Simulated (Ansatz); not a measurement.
in.yaml

```yaml
crystal:
  periodic: [false, false, false]
  atoms:
    - {symbol: Pt, position_ang: [0.000000, 0.000000, 0.000000]}
    - {symbol: N, position_ang: [0.000000, 0.000000, 1.755400]}
basis:
  gaussian: {orbitals: def2-TZVPP}
magnetization: {spin_polarized: true, initial_magnetization: 1}
correlation: {method: ccsdt_q, electrons: outside_noble_gas}
```

```sh
$ ansatz run in.yaml --threads 2 --pin off --events-out ev --progress --plain --max-ram 16896MiB --backend cuda --devices 0, --max-vram 18GiB
```

Problem. Roughly how long does this take on 2 threads of AMD EPYC 7R13 with a shared H100 80 GB, shared host, and how much host memory?

Solution. 56 s wall and 2 GiB.

```
1077 factors; integrals over basis functions are off by at most 2.0e-7 eV
mean field evaluation 1: about -4698.9634 eV, gradient 1.6e1 eV
mean field evaluation 2: about -4699.1398 eV, gradient 1.6e1 eV
mean field evaluation 4: about -4700.3295 eV, gradient 4.7e0 eV
mean field evaluation 8: about -4700.6129 eV, gradient 1.0e0 eV
mean field evaluation 16: about -4701.6731 eV, gradient 1.6e-1 eV
mean field evaluation 32: about -4701.7036 eV, gradient 2.4e0 eV
mean field evaluation 64: about -4700.0500 eV, gradient 9.7e0 eV
mean field evaluation 96: about -4701.8264 eV, gradient 4.9e-1 eV
mean field evaluation 128: about -4697.4627 eV, gradient 3.5e-1 eV
mean field evaluation 160: about -4699.1573 eV, gradient 1.0e0 eV
...
cycle  17  -15.95741114 eV  change   -4.6e-5 eV  update   4.7e-5
cycle  18  -15.95737870 eV  change    3.2e-5 eV  update   3.3e-5
cycle  19  -15.95737066 eV  change    8.0e-6 eV  update   2.1e-5
cycle  20  -15.95740962 eV  change   -3.9e-5 eV  update   1.2e-5
cycle  21  -15.95742460 eV  change   -1.5e-5 eV  update   7.7e-6
cycle  22  -15.95742485 eV  change   -2.6e-7 eV  update   5.4e-6
cycle  23  -15.95741748 eV  change    7.4e-6 eV  update   3.3e-6
cycle  24  -15.95742004 eV  change   -2.6e-6 eV  update   2.1e-6
cycle  25  -15.95741692 eV  change    3.1e-6 eV  update   1.4e-6
cycle  26  -15.95741564 eV  change    1.3e-6 eV  update   8.9e-7
perturbative correction -0.16100829 eV, -0.0059169455 hartree
Total energy: -4716.74856733 eV, -173.3373127224 hartree
```
